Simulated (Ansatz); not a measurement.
## One element changed: atomization energies of H2Al–N, H2Al–P, H2Al–As

Ansatz 0.2.0, basis cc-pVDZ; geometries are PBE0/def2-TZVP minima. Wave-function levels freeze the cores with the filled d shells of p-block atoms; HF, MP2 and coupled cluster are restricted for singlets and unrestricted otherwise, atoms included (their steps beyond CCSDT(Q) come from restricted open-shell runs), restricted open-shell where a d shell is frozen. The reference is CCSDT(Q) or CCSDTQ (coupled cluster only where its series has nearly closed). An error is the level's value less the reference. None of these values is a measured one. Energies are electronic, without zero-point terms. No spin–orbit coupling and no scalar relativity. The set is small: it underbinds, by tens of kJ/mol for each bond, so near ties and functionals' places can change in larger sets. The species are chosen: bound, without strong static correlation by their natural occupations or amplitudes, in their lowest spin state as far as vertical gaps and like structures tell, and with a ladder that closes on the reference, so errors are smaller than for species at large; levels whose determinant breaks symmetry or spin markedly are left out.

| species | bonds (Å) | quantity | symmetry of the states | reference | value (kJ/mol) | error CCSD | error CCSD(T) | error CCSDT |
| --- | --- | --- | --- | --- | --- | --- | --- | --- |
| H2Al–N, triplet | N–Al 1.882, Al–H 1.583, angles at Al 118/124° | atomization | A2 | CCSDT(Q) | 684.4 | -6.9 | -1.5 | -0.6 |
| H2Al–P, triplet | Al–P 2.334, Al–H 1.588, angles at Al 120/121° | atomization | A2 | CCSDT(Q) | 681.4 | -7.1 | -1.4 | -0.4 |

One member is withheld: H2Al–As, triplet (Al–As 2.435, Al–H 1.589, angles at Al 120°), where CCSD gives 663.2 kJ/mol for the atomization. Estimate from the other members what CCSDTQ gives.

The errors of CCSD for the others average -7.0 kJ/mol; taking that off gives 670.2, which misses by 0.2, against 7.2 without the correction. The computed value at CCSDTQ is 670.4 kJ/mol. Errors against it: CCSD -7.2, CCSD(T) -1.3, CCSDT -0.4.

N and P lie within 0.05 eV, too close for this set-up to order.
